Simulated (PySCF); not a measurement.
## Simulated absorption spectrum

1,2-dimethyl-1,2-diazetidine, C4H10N2.
SMILES: `CN1CCN1C`

Method used: TDDFT CAM-B3LYP/def2-SVPD, vertical, gas phase, core orbitals frozen in the response in PySCF. Geometry: PBE0-D3(BJ)/def2-SVP, one conformer, isolated molecule.

Broadening: Gaussians 0.3 eV wide at half height, area fixed by f = 4.319×10⁻⁹ ∫ε dν̃. The width is an assumption, not a result. The curve ends short of the highest state used, and states not computed would add to its high-energy end.

(E (eV), ε (L mol⁻¹ cm⁻¹)): (5.38, 0), (5.42, 0), (5.46, 0), (5.50, 0), (5.54, 1), (5.58, 1), (5.62, 2), (5.65, 3), (5.69, 5), (5.73, 8), (5.77, 16), (5.81, 35), (5.85, 79), (5.89, 173), (5.93, 354), (5.97, 665), (6.01, 1140), (6.05, 1779), (6.09, 2522), (6.13, 3250), (6.17, 3810), (6.21, 4064), (6.25, 3947), (6.29, 3495), (6.33, 2824), (6.37, 2085), (6.41, 1410), (6.45, 881), (6.49, 529), (6.53, 355)

(1) Locate the maxima and give the states behind the curve.

(2) Coming from long wavelengths, where does ε first pass 100 L mol⁻¹ cm⁻¹?

(3) On this curve, what absorbance would a 10⁻⁴ mol/L sample give at 193 nm over a 1 cm path?

Results:

(1) 199 nm (6.22 eV), ε about 4100, made up of S2 (88%) and S3 (12%) (ε in L mol⁻¹ cm⁻¹; maxima over ε = 5, shares over 10%). The states used: S1 5.83 eV (f 0.0001); S2 6.21 eV (f 0.040); S3 6.30 eV (f 0.0065); S4 6.91 eV (f 0.097); S5 6.94 eV (f 0.0001); S6 7.13 eV (f 0.0025).

(2) At about 211 nm (5.86 eV), 0.04 eV above S1.

(3) 193 nm is 6.424 eV, where ε is about 1200 L mol⁻¹ cm⁻¹, so A = ε c l ≈ 0.12 (Beer–Lambert, with the gas-phase spectrum and the assumed width).
